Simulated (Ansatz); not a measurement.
We consider hcp Hf, described by revPBE (Ansatz, a first-principles code, PAW).

Settings: plane-wave cutoff 520 eV, 18×18×12 k mesh (along the axes of the cell as run), Fermi–Dirac smearing 0.05 eV, scalar-relativistic PAW data made under PBE.

Energies at three volumes about the minimum:

| V (Å³/atom) | E − E_lowest (meV/atom) |
|---|---|
| 22.514 | 3.03 |
| 22.974 | 0.00 |
| 23.433 | 2.89 |

Task: Fit a parabola by hand: where is the minimum, and what is the bulk modulus?

Result: Slopes: (0.00 − 3.03)/(22.974 − 22.514) = -6.587 and (2.89 − 0.00)/(23.433 − 22.974) = 6.296 meV/Å³. Curvature E″ = 2 × (6.296 − (-6.587))/(23.433 − 22.514) = 28.037 meV/Å⁶. From the middle of the first interval, the slope vanishes at V0 = 22.7440 − (-6.587)/28.037 = 22.979 Å³/atom. B = V0 E″ = 22.979 × 28.037 meV/Å³ × 0.1602 GPa per meV/Å³ = 103 GPa. The full Birch–Murnaghan fit to all volumes gives V0 = 22.972 Å³/atom and B0 = 103 GPa.

Shape and atoms are relaxed at each volume.

Measured, for comparison: bulk modulus 110 GPa (zero-point energy and finite temperature contributions removed; as tabulated in doi:10.1021/acs.jctc.3c00612). Computed (rounded) less measured: bulk modulus -6 %.

Note: the bulk modulus comes from volumes at which shape and atoms were relaxed.
